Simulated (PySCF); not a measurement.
Compound: H₇NSi₂.
Numbering: `[NH2:1][SiH2:2][SiH3:3]` (hydrogens: H4, H5 on N1; H6, H7 on Si2; H8, H9, H10 on Si3)

Level of theory: core-valence-separated Tamm–Dancoff BHandHLYP/aug-pcX-1 (pcseg-1 on H, def2-SVPD on Si) in PySCF, non-relativistic, gas phase, PBE0-D3(BJ)/def2-SVP geometry.

Computed nitrogen K-edge spectrum, Gaussian lines of 0.8 eV full width, highest printed point 100; it ends one width below the last computed root. BHandHLYP without relativity tends to put these K edges a few eV too low, so spacings mean more than positions.

(photon energy (eV), absorption): (397.7, 0), (397.8, 0), (397.9, 0), (398.0, 0), (398.1, 1), (398.2, 1), (398.3, 2), (398.4, 3), (398.5, 4), (398.6, 6), (398.7, 6), (398.8, 7), (398.9, 7), (399.0, 6), (399.1, 6), (399.2, 6), (399.3, 8), (399.4, 13), (399.5, 20), (399.6, 32), (399.7, 46), (399.8, 63), (399.9, 79), (400.0, 92), (400.1, 99), (400.2, 100), (400.3, 94), (400.4, 85), (400.5, 73), (400.6, 62), (400.7, 53), (400.8, 45), (400.9, 39), (401.0, 34), (401.1, 29)

Assign the maxima to core holes.

2 maxima:
- 398.8 eV: N1 (silicon-bound nitrogen), 398.81 eV, f = 0.004, 98 % of the height at the exact maximum
- 400.2 eV: N1 (silicon-bound nitrogen), 400.23 eV, f = 0.033, 49 % of the height at the exact maximum; N1 (silicon-bound nitrogen), 400.04 eV, f = 0.033, 48 % of the height at the exact maximum

Further lines of some strength in the range: N1, 400.84 eV, f = 0.016; N1, 401.01 eV, f = 0.003.

Roots within 0.03 eV on the same or equivalent atoms count as one line; shares under 12 % aren't listed.

Vibrational structure and lifetime widths aren't in the curve. The ionisation threshold wasn't computed; near and above it a finite basis only mimics Rydberg series and continuum.

Conformer computed: `[NH2:1][SiH2:2][SiH3:3]`: H–N1–Si2–Si3 167°, H–N1–Si2–Si3 -51°.

One conformer stands for the species.
